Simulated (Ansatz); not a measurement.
# Si3P: from a trial structure to a relaxed crystal

Method: DFT PBE, scalar-relativistic, plane waves, PAW in Ansatz 0.2.0. Cutoff 420 eV, Γ-centred k mesh, Gaussian smearing, no spin polarisation in the final step.

This is the end of a relaxation of cell and atoms.

```
Si P
1.0
     2.91342    1.68207    2.32964
    -2.91342    1.68207    2.32964
     0.00000   -3.36413    2.32964
Si P
3 1
Direct
  0.24875 0.00000 0.75125
  0.00000 0.75125 0.24875
  0.75125 0.24875 0.00000
  0.50000 0.50000 0.50000
```

Energies over the elements count from the elements' standard structures at the same level, with no empirical corrections.

(1) What space group does it have?

(2) What is its formation energy per atom?

(3) Is it a metal?

Results:

(1) R32 (No. 155). Conventional cell: a = 5.827 Å, c = 6.989 Å. Around Si lie 4 Si at 2.48–2.51 Å and 2 P at 2.52 Å; P is coordinated by 6 Si at 2.52 Å.

(2) 0.42 eV/atom.

(3) Yes, bands cross the Fermi level on the 12×12×12 mesh.

The final run used a 12×12×12 mesh on its 4-atom cell and 0.10 eV smearing. The k mesh leaves about 4 meV/atom of noise in metals. The cell came from a trial start, so Si3P may not exist in this structure.

Cost: 2 runs of about 3.9 core-minutes in all, on Arm Neoverse V1 (shared hosts).